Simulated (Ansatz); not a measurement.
bcc Cs, treated with PBEsol+SOC in Ansatz (plane waves, PAW).

Numerical settings: plane-wave cutoff 520 eV, 14×14×14 k mesh, Fermi–Dirac smearing 0.05 eV, PAW data made under PBE.

The volume scan:

```
V (Å³/atom)  E − E_lowest (meV/atom)
-----------  -----------------------
101.996                         2.73
104.166                         1.18
106.337                         0.28
108.507                         0.00
110.677                         0.27
112.847                         1.06
115.017                         2.32
```

Task: What bulk modulus B0 and pressure derivative B′ does a third-order Birch–Murnaghan fit give?

Result: V0 = 108.496 Å³/atom, B0 = 2.06 GPa, B′ = 3.2 (fit to the energies at full precision).

Measured, for comparison: bulk modulus 2.11 GPa (corrected for temperature and zero-point phonon effects, our sources range from 2.11 to 2.35; as tabulated in Levämäki et al. (2014), arXiv:1402.3671); equilibrium volume per atom 110.12 Å³/atom (low-temperature or extrapolated to 0 K; zero-point anharmonic expansion removed; as tabulated in Csonka et al. (2009), arXiv:0903.4037). Computed (rounded) less measured: bulk modulus -2 % (-2 % to -12 % over the range), equilibrium volume per atom -1.5 %.

The computed numbers hold no vibrational or temperature effects.

Ansatz is a first-principles code.
